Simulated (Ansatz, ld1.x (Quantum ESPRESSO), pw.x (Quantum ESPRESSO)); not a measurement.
**Which Al potential is closest to all-electron in the sc crystal?**

All use PBEsol, scalar-relativistic, no spin, cutoffs from each file’s atomic test, pw.x 7.5; 12³ k-points, Fermi–Dirac smearing 0.01 Ry. Δ is the rms difference from all-electron LAPW of the E(V) curves that follow from fits to the pressures, over ±6 % in volume. Mesh and smearing are coarse and serve the comparison alone. The files are a selection: those with a ghost or negative overlap were mostly not run, and those with noisy or unconverged pressures or nearly equal Δ are left out.

All-electron: a0 = 2.702 Å (V0 = 19.72 Å³/atom), B0 = 59.6 GPa.

(1) Rank them by Δ, smallest first.
A. ultrasoft, ld1.x (Quantum ESPRESSO) 7.5, PBEsol; core [Ne], reference 3s2 3p1; waves: 3s (bound): rcut 1.45, rcutus 1.85 bohr; 3s channel at 1.15 Ry: rcut 1.45, rcutus 1.85 bohr; 3p (bound): rcut 2.05, rcutus 2.20 bohr; 3p channel at 0.1 Ry: rcut 2.05, rcutus 2.20 bohr; 3d channel at -0.1 Ry: rcut 1.70, rcutus 2.05 bohr; local part: all-electron potential smoothed inside 1.40 bohr (lloc = -1); core correction: Bessel-smoothed model core inside 1.45 bohr; augmentation: built from norm-conserving waves at rcut, not smoothed further.
B. norm-conserving Troullier–Martins (Kleinman–Bylander form), ld1.x (Quantum ESPRESSO) 7.5, PBEsol; core [Ne], reference 3s2 3p1; waves: 3s (bound): rc 1.85 bohr; 3d channel at 0.35 Ry: rc 2.50 bohr; 3p (bound): rc 2.35 bohr; local part: the p channel; core correction: none.
C. norm-conserving Troullier–Martins (Kleinman–Bylander form), ld1.x (Quantum ESPRESSO) 7.5, PBEsol; core [Ne], reference 3s2 3p1; waves: 3p (bound): rc 2.75 bohr; 3d channel at 0.15 Ry: rc 2.45 bohr; 3s (bound): rc 1.90 bohr; local part: the s channel; core correction: a·sin(br)/r model core inside 1.25 bohr.

Answers

(1) A (0.5 meV/atom), B (1.0 meV/atom), C (1.9 meV/atom).
